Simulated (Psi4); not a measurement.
# BHF2 (SMILES FBF) at OMP2/def2-TZVPP (density fitting for correlation)

What is the vertical ionisation energy of BHF2 at OMP2/def2-TZVPP (density fitting for correlation)? 

The calculation is run with Psi4 1.11.

## Step 1: Starting point

BHF2 has 4 atoms, charge 0, and is taken as a singlet. As SMILES, `FBF`. Geometry: relaxed at PBE0-D4/def2-TZVP.

Bond lengths: F1–B2 1.313 Å, B2–F3 1.313 Å, B2–H4 1.191 Å. Angles: F1–B2–F3 118.1°, F1–B2–H4 121.0°, F3–B2–H4 121.0°.

## Step 2: The energy at OMP2/def2-TZVPP (density fitting for correlation)

bf2h.json

```json
{
  "schema_name": "qcschema_input",
  "schema_version": 1,
  "molecule": {
    "schema_name": "qcschema_molecule",
    "schema_version": 2,
    "symbols": ["F", "B", "F", "H"],
    "geometry": [2.18131087, 0.86341587, -0.68389188, -0.00359048, -0.05858151, 0.0476211, -2.070006, 0.9990982, -0.8294008, -0.10771439, -1.80393256, 1.46567158],
    "molecular_charge": 0,
    "molecular_multiplicity": 1,
    "fix_symmetry": "c1",
    "fix_com": true,
    "fix_orientation": true
  },
  "driver": "energy",
  "model": {
    "method": "omp2",
    "basis": "def2-TZVPP"
  },
  "keywords": {
    "puream": true,
    "e_convergence": 1e-09,
    "d_convergence": 1e-08,
    "scf_type": "pk",
    "num_frozen_docc": 3
  }
}
```

Launch:

```bash
$ psi4 --qcschema bf2h.json -n 1 --memory 1600MB
```

stdout, cut to the lines that bear on the results:

```text
[...]
  Running in c1 symmetry.
[...]
  Nuclear repulsion =   61.888554693034997
[...]
  Multiplicity = 1
[...]
  Nalpha       = 12
  Nbeta        = 12
[...]
    Number of basis functions: 107
[...]
   @RHF iter   1:  -224.32044943557247   -9.04759e-01   3.59057e-03 DIIS/ADIIS
[...]
   @RHF iter  10:  -224.36609997566268   -1.96110e-12   5.33317e-09 DIIS
[...]
    Orbital Energies [Eh]
    ---------------------
    Doubly Occupied:
       1A    -26.320416     2A    -26.320375     3A     -7.719636
       4A     -1.653361     5A     -1.621664     6A     -0.830794
       7A     -0.768878     8A     -0.749681     9A     -0.720018
      10A     -0.666327    11A     -0.659728    12A     -0.559724
[...]
  @RHF Final Energy:  -224.36609997566268
   => Energetics <=
    Nuclear Repulsion Energy =             61.8885546930349975
    One-Electron Energy =                -435.3281044200302858
    Two-Electron Energy =                 149.0734497513325891
    Total Energy =                       -224.3660999756626779
[...]
 Multipole Moments:
 ------------------------------------------------------------------------------------
     Multipole            Electronic (a.u.)      Nuclear  (a.u.)        Total (a.u.)
 ------------------------------------------------------------------------------------
 L = 1.  Multiply by 2.5417464519 to convert [e a0] to [Debye]
 Dipole X            :         -0.8970317            0.8760770           -0.0209546
 Dipole Y            :        -15.0125788           14.6657865           -0.3467923
 Dipole Z            :         12.1976499          -11.9158570            0.2817929
 Magnitude           :                                                    0.4473379
[...]
	Warning: cc_lambda option is changed to TRUE
	For this residual convergence, default PCG convergence is:     1.00e-07
[...]
	DF-MP2 Total Energy (a.u.)         :  -224.96142624147734
[...]
	DF-MP2 Total Energy (a.u.)         :  -224.96890349277368
[...]
	DF-OMP2 Total Energy (a.u.)        :  -224.96890349277857
[...]
```

The result, in JSON:

```text
{
 "driver": "energy",
 "model": {
  "method": "omp2",
  "basis": "def2-TZVPP"
 },
 "success": true,
 "return_result": -224.96890349277857,
 "properties": {
  "calcinfo_nbasis": 107,
  "calcinfo_nmo": 107,
  "calcinfo_nalpha": 12,
  "calcinfo_nbeta": 12,
  "calcinfo_natom": 4,
  "nuclear_repulsion_energy": 61.888554693035,
  "return_energy": -224.96890349277857,
  "scf_one_electron_energy": -435.3281044200303,
  "scf_two_electron_energy": 149.0734497513326,
  "scf_dipole_moment": [-0.020954618366922917, -0.3467922563781407, 0.2817928729501151],
  "scf_total_energy": -224.36609997566268,
  "scf_iterations": 10,
  "mp2_singles_energy": 0.0,
  "mp2_doubles_energy": -0.5953262658146699,
  "mp2_correlation_energy": -0.5953262658146627,
  "mp2_total_energy": -224.96142624147734
 }
}
```

Wall time 23 s (1 thread of Intel Xeon Platinum 8259CL at 2.50GHz (Skylake/Cascade Lake), shared host); peak memory 0.45 GiB.

## Step 3: The doublet cation

bf2h.xyz

```xyz
4
BF2H
F      1.154300     0.456900    -0.361900
B     -0.001900    -0.031000     0.025200
F     -1.095400     0.528700    -0.438900
H     -0.057000    -0.954600     0.775600
```

run.py

```python
import numpy as np
from ase.calculators.psi4 import Psi4
from ase.io import read

atoms = read('bf2h.xyz')
calc = Psi4(atoms=atoms, method='omp2', basis='def2-TZVPP', memory='1600MB', num_threads=1, charge=1, multiplicity=2, label='psi4-calc', reference='uhf')
calc.psi4.set_options({'puream': True, 'e_convergence': 1e-09, 'd_convergence': 1e-08, 'scf_type': 'pk', 'num_frozen_docc': 3, 'maxiter': 100})
atoms.calc = calc

print(f'energy: {atoms.get_potential_energy():.6f} eV')
```

Launch:

```bash
$ python run.py
```

psi4-calc.dat, cut to the lines that bear on the results:

```text
[...]
  Running in c1 symmetry.
[...]
  Nuclear repulsion =   61.888554759542060
[...]
  Multiplicity = 2
[...]
  Nalpha       = 12
  Nbeta        = 11
[...]
    Number of basis functions: 107
[...]
   @UHF iter   1:  -223.75688833101609   -3.41198e-01   3.98059e-03 ADIIS/DIIS
[...]
   @UHF iter  14:  -223.84788039089165   -1.36424e-11   9.55550e-09 DIIS
[...]
   @S^2 Observed:                7.649131184E-01
[...]
  @UHF Final Energy:  -223.84788039089165
   => Energetics <=
    Nuclear Repulsion Energy =             61.8885547595420604
    One-Electron Energy =                -427.3813869913369672
    Two-Electron Energy =                 141.6449518409032748
    Total Energy =                       -223.8478803908916461
  UHF NO Occupations:
  HONO-2 :   10  A 1.9972801
  HONO-1 :   11  A 1.9954294
[...]
 Multipole Moments:
 ------------------------------------------------------------------------------------
     Multipole            Electronic (a.u.)      Nuclear  (a.u.)        Total (a.u.)
 ------------------------------------------------------------------------------------
 L = 1.  Multiply by 2.5417464519 to convert [e a0] to [Debye]
 Dipole X            :         -0.0280906           -0.0675938           -0.0956844
 Dipole Y            :         -0.4681468           -1.1322755           -1.6004222
 Dipole Z            :          0.3804084            0.9199550            1.3003634
 Magnitude           :                                                    2.0643284
[...]
	Warning: cc_lambda option is changed to TRUE
	For this residual convergence, default PCG convergence is:     1.00e-07
[...]
	DF-SCS-MP2 Total Energy (a.u.)     :  -224.41561639718199
	DF-SOS-MP2 Total Energy (a.u.)     :  -224.40667617922537
[...]
	DF-SCS-OMP2 Total Energy (a.u.)    :  -224.42898076175595
	DF-SOS-OMP2 Total Energy (a.u.)    :  -224.37362766797031
	DF-SCS(N)-OMP2 Total Energy (a.u.) :  -224.12222737187065
[...]
	DF-OMP2 Total Energy (a.u.)        :  -224.44907617741731
[...]
```

The script printed:

```text
energy: -6107.570455 eV
```

It took 63 s on 1 thread of Intel Xeon Platinum 8259CL at 2.50GHz (Skylake/Cascade Lake), shared host; peak memory 0.46 GiB.

## Step 4: Outcome

At OMP2/def2-TZVPP (density fitting for correlation), 3 core orbitals frozen:

```
                                                                  quantity          value
                                                singlet BHF2: total energy  -224.96890 Eh
                         singlet BHF2: HOMO energy (Hartree–Fock orbitals)      -15.23 eV
                         singlet BHF2: LUMO energy (Hartree–Fock orbitals)        2.88 eV
                       singlet BHF2: HOMO–LUMO gap (Hartree–Fock orbitals)       18.12 eV
                 singlet BHF2: correlation energy (3 core orbitals frozen)     -602.8 mEh
                                              doublet cation: total energy  -224.44908 Eh
doublet cation: HOMO energy (Hartree–Fock orbitals) (highest over α and β)      -25.15 eV
 doublet cation: LUMO energy (Hartree–Fock orbitals) (lowest over α and β)      -13.05 eV
               doublet cation: correlation energy (3 core orbitals frozen)     -601.2 mEh
                         doublet cation: ⟨S²⟩ of the reference determinant          0.765
                        vertical ionisation energy (to the doublet cation)      14.145 eV
```

What this shows: The vertical ionisation energy comes to 14.15 eV (1365 kJ/mol).
